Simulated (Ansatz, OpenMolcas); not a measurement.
# BH2F (SMILES [H]B([H])F): the energy, rung by rung

The species is BH2F (4 atoms), meant as a singlet with charge 0. SMILES: `[H]B([H])F`. Geometry: relaxed at GFN2-xTB.

```tsv
atom	x (Å)	y (Å)	z (Å)
B	0.0300	0.0492	0.0006
H	1.1984	-0.0340	0.0156
H	-0.5783	1.0502	-0.0194
F	-0.6501	-1.0654	0.0032
```

Quantity: the energy change with the B1–F4 bond stretched from 1.306 to 1.959 Å, in eV. The values are calculated.

```tsv
level	kind	program	value (eV)	CPU time (all runs)
BLYP/STO-3G (restricted)	GGA	Ansatz	4.04	0.71 s
revPBE/STO-3G (restricted)	GGA	Ansatz	4.04	0.7 s
r2SCAN/STO-3G (restricted)	meta-GGA	Ansatz	4.43	1.5 s
PBE0/STO-3G (restricted)	global hybrid	OpenMolcas	4.62	5.6 s
wB97X/STO-3G (restricted)	range-separated hybrid	Ansatz	4.65	3 s
B2PLYP/STO-3G (restricted)	double hybrid	OpenMolcas	4.62	5.8 s
RPA@PBE/STO-3G (restricted)	RPA	Ansatz	4.09	1 s
MP2/STO-3G (restricted)	perturbation theory	Ansatz	4.83	0.1 s
MRCI(2,2)/STO-3G	multireference	OpenMolcas	4.12	3.2 s
CISD/STO-3G (restricted)	coupled cluster or CI	OpenMolcas	4.28	3 s
```

The first shape isn't each level's own minimum. The values span 4.04 to 4.83 eV. All rows use very small basis sets, so none should be taken for the real molecule's value. Times are those of the runs behind each value, whatever else they computed, on shared processors of several kinds: orders of magnitude only.
